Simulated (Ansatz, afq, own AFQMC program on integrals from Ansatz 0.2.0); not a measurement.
## GeNH₂, quartet: AFQMC among the cluster methods

```yaml
atoms:
  - { symbol: Ge, position_ang: [0.0001, 0.0377, 0.2609] }
  - { symbol: N, position_ang: [-0.0622, -0.1378, -1.2960] }
  - { symbol: H, position_ang: [0.2820, -1.3250, 0.9610] }
  - { symbol: H, position_ang: [0.5788, 0.5210, -1.7544] }
```

Connectivity, by distances: GeH–NH.

Basis cc-pVDZ. Noble-gas cores (and the filled d shells of Ga–Kr and In–Xe) are frozen. Ansatz 0.2.0 and our own AFQMC program on the same integrals; the CISD trial comes from CCSD amplitudes, and released means the phaseless constraint is let go. Error bars are statistical, one sigma. No spin–orbit coupling.

Determinant: UHF, the one that the program's search chose, which needn't be the lowest solution. The geometry is a point of a scan.

No full CI on the walks' own integrals is used here; CCSDT(Q) serves as the reference and is uncertain by about the last step of the cluster series.

Cautions: no relativity below Rb; no spin-orbit coupling; inner d shell frozen; lower spins were not checked.

The T1 diagnostic is 0.0223 and the weight of the determinant in the CISD state is 0.899. The ⟨S²⟩ of the determinant is 3.763 and the size of the correlated space is 11 electrons in 36 orbitals.

Reference: CCSDT(Q), correlation energy -6.183 eV. The released energy is read at 0.99 1/Eh, later times being too noisy (meV from the phaseless value at times in 1/Eh: -22 ± 11 at 0.24, -35 ± 13 at 0.51, -37 ± 15 at 0.99, -47 ± 16 at 1.62, -35 ± 21 at 2.40).

```tsv
level	E − E(reference) (kJ/mol)	share of correlation (%)
HF	596.6	0.00
MP2	93.4	84.34
CCSD	17.1	97.14
CCSD(T)	3.4	99.43
CCSDT	1.0	99.83
ph-AFQMC/CISD	2.9 ± 0.7	99.52
released AFQMC	-0.7 ± 1.5	100.12
```

Released energies are given only where the last usable release times agree within the noise; a slower fall can still hide under it.
